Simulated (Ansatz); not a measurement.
# BSiP+ (quartet): wave-function methods side by side, cc-pVDZ

An exercise on one series of results from a longer session: the logs are not shown, and one member is left open.

Method: cc-pVDZ, core rule «outside noble gas», up to 11 orbitals frozen; program: Ansatz 0.2.0, Gaussian basis.

Plan: UHF; CCSD(T) on ROHF; CCSD(T) on UHF; BCCD(T) on ROHF; CISD as a restricted active space (open shells left free, so some higher excitations enter); CCSDT(Q) on ROHF; CCSDT(Q) on UHF; CASSCF and MRCISD+Q, 9 electrons in 11 orbitals; CASSCF and NEVPT2, 9 electrons in 11 orbitals.

23 further runs of the same task are left out: 10 that didn't finish, 13 set aside as unsound or not needed. Runs told in other sessions of the task aren't counted.

### The geometry

The geometry is a PBE0/def2-TZVP stationary point (not a proven minimum) of the parent state, kept for this charge and spin.

3 atoms, charge 1, spin multiplicity 4.

Atoms are counted from 1 here; the program's logs count them from 0.

Bond lengths: P1–B2 1.761 Å, B2–Si3 1.939 Å. Angles: P1–B2–Si3 180.0°.

Set-up of the first run:

in.yaml reads:

```yaml
crystal:
  periodic: [false, false, false]
  atoms:
    - {symbol: P, position_ang: [0.000000, 0.000000, -1.820400]}
    - {symbol: B, position_ang: [0.000000, 0.000000, -0.059200]}
    - {symbol: Si, position_ang: [0.000000, 0.000000, 1.879600]}
basis:
  gaussian: {orbitals: cc-pVDZ}
total_charge: 1
magnetization: {spin_polarized: true, initial_magnetization: 3}
hamiltonian: {xc: hf}
output: {orbitals: {seedname: orbitals}}
```

Started as:

```
$ ansatz run in.yaml --threads 1 --pin off --events-out ev --progress --plain --max-ram 2393MiB
```

Steps of the session up to this table: UHF; CCSD(T) on ROHF; CCSD(T) on UHF; BCCD(T) on ROHF; CISD as a restricted active space (open shells left free, so some higher excitations enter); CCSDT(Q) on ROHF; CCSDT(Q) on UHF; CASSCF and MRCISD+Q, 9 electrons in 11 orbitals; CASSCF and NEVPT2, 9 electrons in 11 orbitals.

One of the session's tables, all rows but one given; the rest of the session is left out.

```
          method  from UCCSDT(Q) (kJ/mol)
            ROHF                   +636.7
             UHF                   +612.8
            RMP2                   +147.8
            UMP2                   +163.4
            CISD                    +85.9
           RCCSD                    +28.9
           UCCSD                        ?
        RCCSD(T)                     +6.7
        UCCSD(T)                     +7.2
         BCCD(T)                     +6.6
          RCCSDT                     +1.7
          UCCSDT                     +1.7
       RCCSDT(Q)                     +0.3
       UCCSDT(Q)                        0
  CASSCF valence                   +427.6
  NEVPT2 valence                   +103.3
  MRCISD valence                    +38.9
MRCISD+Q valence                     +2.3
```

Q: Estimate the row for UCCSD from the others.

As computed: from UCCSDT(Q) (kJ/mol): +29.4. In the column «from UCCSDT(Q) (kJ/mol)» it lies between RCCSD (+28.9) and MRCISD valence (+38.9).

Caveats from the session: Restricted and unrestricted rows rest on different reference determinants; a gap between their highest levels can come from leftover correlation error, from unlike frozen cores or from another state.
